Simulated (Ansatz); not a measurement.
# LiSiH3 (SMILES [Li][SiH3]): single points off equilibrium

The atoms stand at a structure displaced at random from a GFN2-xTB minimum. How far do the functionals agree with CCSD(T) there?

The runs use Ansatz 0.2.0, Gaussian basis; single points in def2-TZVPP.

Cores are frozen in the correlated methods. The outer core shell of Li, Na, Mg and K is correlated.

**1. The system as given**

SMILES `[Li][SiH3]`, 5 atoms, charge 0, spin multiplicity 1.

Atoms are counted from 1 here; the program's logs count them from 0.

Bond lengths: Li1–Si2 2.476 Å, Si2–H3 1.485 Å, Si2–H4 1.488 Å, Si2–H5 1.475 Å. Angles: Li1–Si2–H3 115.4°, Li1–Si2–H4 115.9°, Li1–Si2–H5 118.0°, H3–Si2–H4 102.0°, H3–Si2–H5 99.2°, H4–Si2–H5 103.8°.

As a file:

```xyz
5

Li   -2.20490    0.71230    0.45730
Si    0.10770   -0.03570   -0.01390
H     0.56010    0.13840   -1.41720
H     0.38520   -1.47840    0.22360
H     1.21230    0.65430    0.67850
```

**2. CCSD(T)/def2-TZVPP**

The input, run/in.yaml:

```yaml
crystal:
  periodic: [false, false, false]
  atoms:
    - {symbol: Li, position_ang: [-2.204900, 0.712300, 0.457300]}
    - {symbol: Si, position_ang: [0.107700, -0.035700, -0.013900]}
    - {symbol: H, position_ang: [0.560100, 0.138400, -1.417200]}
    - {symbol: H, position_ang: [0.385200, -1.478400, 0.223600]}
    - {symbol: H, position_ang: [1.212300, 0.654300, 0.678500]}
basis:
  gaussian: {orbitals: def2-TZVPP}
correlation: {method: ccsd_t}
output: {forces: true}
```

No record of the launch command was kept for these runs.

**3. PBE0-D4/def2-TZVPP**

Changes to run/in.yaml since step 2:

```diff
@@ -10,3 +10,3 @@
   gaussian: {orbitals: def2-TZVPP}
-correlation: {method: ccsd_t}
-output: {forces: true}
+hamiltonian: {xc: pbe0, dispersion: d4}
+output: {forces: true, orbitals: {seedname: orbitals}}
```

**4. wB97M-V/def2-TZVPP**

Changes to run/in.yaml since step 3:

```diff
@@ -10,3 +10,3 @@
   gaussian: {orbitals: def2-TZVPP}
-hamiltonian: {xc: pbe0, dispersion: d4}
-output: {forces: true, orbitals: {seedname: orbitals}}
+hamiltonian: {xc: {name: wB97M-V}}
+output: {forces: true}
```

**5. r2SCAN-D4/def2-TZVPP**

Changes to run/in.yaml since step 4:

```diff
@@ -10,3 +10,3 @@
   gaussian: {orbitals: def2-TZVPP}
-hamiltonian: {xc: {name: wB97M-V}}
+hamiltonian: {xc: r2scan, dispersion: d4}
 output: {forces: true}
```

**6. PBE-D4/def2-TZVPP**

Changes to run/in.yaml since step 5:

```diff
@@ -10,3 +10,3 @@
   gaussian: {orbitals: def2-TZVPP}
-hamiltonian: {xc: r2scan, dispersion: d4}
+hamiltonian: {xc: pbe, dispersion: d4}
 output: {forces: true}
```

**7. wB97X-V/def2-TZVPP**

Changes to run/in.yaml since step 6:

```diff
@@ -10,3 +10,3 @@
   gaussian: {orbitals: def2-TZVPP}
-hamiltonian: {xc: pbe, dispersion: d4}
+hamiltonian: {xc: {name: wB97X-V}}
 output: {forces: true}
```

**8. revPBE-D4/def2-TZVPP**

Changes to run/in.yaml since step 7:

```diff
@@ -10,3 +10,3 @@
   gaussian: {orbitals: def2-TZVPP}
-hamiltonian: {xc: {name: wB97X-V}}
+hamiltonian: {xc: {name: revPBE}, dispersion: d4}
 output: {forces: true}
```

(Steps that only read results are left out.)

Before running it: what results should come out? Wanted: energy less free atoms, CCSD(T)/def2-TZVPP; RMS force component; RMS force error; HOMO and LUMO, PBE0-D4; T1 diagnostic.

As calculated:

```
                                  quantity                                                                                             value
energy less free atoms, CCSD(T)/def2-TZVPP                                                                                    -1138.6 kJ/mol
                       RMS force component                                                              0.161 to 0.309 eV/Å over the methods
                           RMS force error  PBE0-D4 0.041, wB97M-V 0.044, r2SCAN-D4 0.037, PBE-D4 0.117, wB97X-V 0.015, revPBE-D4 0.126 eV/Å
                    HOMO and LUMO, PBE0-D4                                                                                -5.51 and -1.42 eV
                             T1 diagnostic                                                                                             0.012
```

Against CCSD(T) the functionals' energies less atoms differ by -34.6 to +13.3 kJ/mol, PBE-D4 by +2.7 kJ/mol. A larger basis would deepen the CCSD(T) value, while the functionals are nearly converged already, so the order here is not reliable. For forces wB97X-V does best and revPBE-D4 worst. Frozen-core CCSD(T) forces in triple zeta carry basis errors of their own, and this is one geometry, so small gaps rank nothing.
